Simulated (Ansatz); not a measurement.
## CH3BN (charge -1), SMILES [BH3-]C#N: a composite energy at a relaxed geometry

Run with Ansatz 0.2.0 through its Python package.

The script, `run_composite.py`:
```python
import itertools
import warnings

import ansatz as az
from ase import Atoms
from ase.data import atomic_numbers, covalent_radii
import numpy as np

warnings.simplefilter("ignore", az.DeckWarning)

atoms = Atoms(["B", "C", "N", "H", "H", "H"], positions=[
    (-0.5089, 0.004, -0.0092),
    (1.0346, -0.0081, 0.0186),
    (2.1915, -0.0173, 0.0394),
    (-0.8998, -0.8616, -0.7279),
    (-0.9271, -0.1747, 1.0917),
    (-0.8903, 1.0578, -0.4127),
])
molecule = az.Crystal.molecule_from_ase(atoms)

job = (
    molecule.calculation()
    .basis(gaussian="def2-SVP")
    .functional("b3lyp", dispersion="d3bj")
    .charge(-1)
)
symbols = [site.symbol for site in molecule.cartesian_sites]
start = np.array([site.position_ang for site in molecule.cartesian_sites], dtype=float)
report = job.relax(force_tolerance=0.01, max_steps=100).run().report
end = np.array(report["positions_ang"])
radius = [covalent_radii[atomic_numbers[s]] for s in symbols]
span = lambda where, i, j: np.linalg.norm(where[i] - where[j])
bonded = [(i, j) for i, j in itertools.combinations(range(len(symbols)), 2) if min(span(start, i, j), span(end, i, j)) < 1.2 * (radius[i] + radius[j])]
print("pair        before    after (A)")
for i, j in bonded:
    print(f"{symbols[i]}{i}-{symbols[j]}{j}".ljust(10), f"{span(start, i, j):8.4f} {span(end, i, j):8.4f}")

minimum = az.Crystal.molecule()
for symbol, place in zip(symbols, end):
    minimum = minimum.atom(symbol, place.tolist())
at_minimum = minimum.calculation().charge(-1)
level = lambda method, basis: at_minimum.basis(gaussian=basis).correlation(method).run().report
small, large, cluster = level("mp2", "cc-pVDZ"), level("mp2", "cc-pVTZ"), level("ccsd_t", "cc-pVDZ")
corr = lambda each: (each["free_energy_ev"] - each["reference_energy_ev"]) / 27.211386246
mp2_limit = (27 * corr(large) - 8 * corr(small)) / 19
pieces = {"HF / cc-pVTZ": large["reference_energy_ev"] / 27.211386246, "MP2 correlation, DZ-TZ limit": mp2_limit, "CCSD(T) - MP2 / cc-pVDZ": corr(cluster) - corr(small)}
for name, value in pieces.items():
    print(f"{name:32s} {value:14.6f} Ha")
print(f"{'sum':32s} {sum(pieces.values()):14.6f} Ha")
print("T1 diagnostic", round(cluster["correlation"]["coupled_cluster"]["t1_diagnostic"], 4))
```

Output of `python run_composite.py`:
```text
pair        before    after (A)
B0-C1        1.5438   1.5947
B0-H3        1.1910   1.2400
B0-H4        1.1911   1.2400
B0-H5        1.1911   1.2400
C1-N2        1.1571   1.1677
HF / cc-pVTZ                        -118.814735 Ha
MP2 correlation, DZ-TZ limit          -0.518324 Ha
CCSD(T) - MP2 / cc-pVDZ               -0.041811 Ha
sum                                 -119.374870 Ha
T1 diagnostic 0.0132
```

Notes:
- Total energies depend on the basis set; only differences at equal settings carry meaning.
- The sum leaves out core correlation, relativity, the Hartree-Fock basis error and zero-point energy; a DZ-TZ extrapolation is rough.
- b3lyp holds the VWN-RPA fit, as in Gaussian; the form of ORCA and Turbomole is b3lyp5.
- Inner cores stay frozen, so this is valence correlation.
- Anions want diffuse functions, which this basis lacks.
- Wall time of the script: 17 s on 1 thread of Arm Neoverse N1, with other jobs on the host, peak memory 0.25 GiB.
